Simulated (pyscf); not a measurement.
Optimised with ωB97X-D3(BJ)/def2-SVP in PySCF.

**Question.** Estimate the classical barrier height and the reaction energy of `[CH4]` + `[CH2][Br]` [doublet] → `[CH3][CH2][Br]` + `[H]` [doublet] at ωB97M-D3(BJ)/def2-TZVP. The step runs on the doublet surface, breaks C–H and forms C–C; take the separated reactants as zero.

**Answer.** ΔE‡ = 61.7 kcal/mol, ΔE = +15.5 kcal/mol. Zero-point energy shifts the barrier by -0.9 kcal/mol. It is a substitution at C, with an imaginary mode of 910i cm⁻¹. This is the saddle that the search found; another between the same sides may lie lower. The angle at the attacked C is 81°: a side-on saddle, likely not the lowest. Elements up to Kr have no core potential and no relativistic terms here.
